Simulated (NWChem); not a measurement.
Isomers of C₄H₅N, each optimised at PBE0/def2-SVP with NWChem, gas phase unless a solvent is named. Flexible species stand in one conformer each, which need not be the lowest.  Relative energies count from the lowest isomer at each level and are electronic, without zero-point energy, on those geometries.

A: C/C=C/C#N
B: c1cc[nH]c1
C: C#C/C=N/C
D: C1=CCN=C1

```tsv
quantity	A	B	C	D
relative energy, B3LYP/def2-TZVP (kcal/mol)	9.7	0.0	50.9	16.0
relative energy, r2SCAN/def2-TZVP (kcal/mol)	15.5	0.0	57.3	16.8
dipole (D), PBE0/def2-SVP	4.63	2.05	1.39	2.05
highest harmonic frequency (cm⁻¹), PBE0/def2-SVP	3192	3709	3488	3266
SMD solvation free energy in water, PBE0/def2-SVP (kcal/mol)	-2.6	-4.0	-5.0	-7.2
```
